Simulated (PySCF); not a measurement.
A GIAO shielding run with PySCF 2.14 (density fitting, non-relativistic, gas phase) on `C=CC(=O)[O-]`, [C3H3O2]-:

```
$ OMP_NUM_THREADS=1 python probes_run.py task.json out

{"job": {"kind": "nmr", "xc": "PBE0", "basis": "pcSseg-1"}, "charge": -1, "multiplicity": 1}
C     -1.067453    -0.488283     0.390943
C      0.193118    -0.054643     0.462612
C      0.971416     0.499532    -0.749528
O      2.148610     0.823369    -0.490222
O      0.343220     0.554872    -1.824866
H     -1.563974    -0.438014    -0.585368
H     -1.617957    -0.885336     1.253229
H      0.749359    -0.078336     1.410350
```

Hardware: 1 thread of an Arm Neoverse V1, shared host. The job also computes population analyses, field gradients.

(1) How large is the calculation?

(2) How long does it take, and how much memory does it need?

(3) And these other runs on the same molecule and hardware: GIAO shielding at wB97X-D/pcSseg-2; spin–spin coupling at B3LYP/pcJ-1?

## Answers

(1) 38 electrons, 100 basis functions and 517 auxiliary functions.

(2) 7.1 s of wall time, with 14 SCF cycles and 5 response iterations; peak memory 0.46 GiB. Times on a shared host scatter by some tens of per cent.

(3) wB97X-D/pcSseg-2: 222 functions, 19 s; B3LYP/pcJ-1: 165 functions, 16 s.
